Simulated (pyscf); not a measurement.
Structures and frequencies: ωB97X-D3(BJ)/def2-SVP in PySCF.

Task: How much does it cost (ΔH, 298 K, ωB97M-D3(BJ)/def2-TZVP) to split H₂N–Hf(NH₂)(NH₂)–Cl at its Cl–Hf bond into [H₂N–Hf(NH₂)–NH₂]• + Cl•?

Result: Cl–Hf to [H₂N–Hf(NH₂)–NH₂]• + Cl•: 126.5 kcal/mol. The 7 functionals that were run give +123.2 (B3LYP-D3(BJ)) to +133.7 kcal/mol (ωB97X-D3(BJ)/def2-TZVP). The radicals are drawn with the spin at the cut bond; how far it spreads was not checked. Other isomers of [H₂N–Hf(NH₂)–NH₂]• were not searched in full and may lie lower. Left out: the spin-orbit lowering of Cl. Open-shell species with a d-block atom are single-reference here; other states, and whether the spin sits on metal or ligand, were not checked. Elements past Kr carry the def2 core potentials, without spin-orbit coupling.
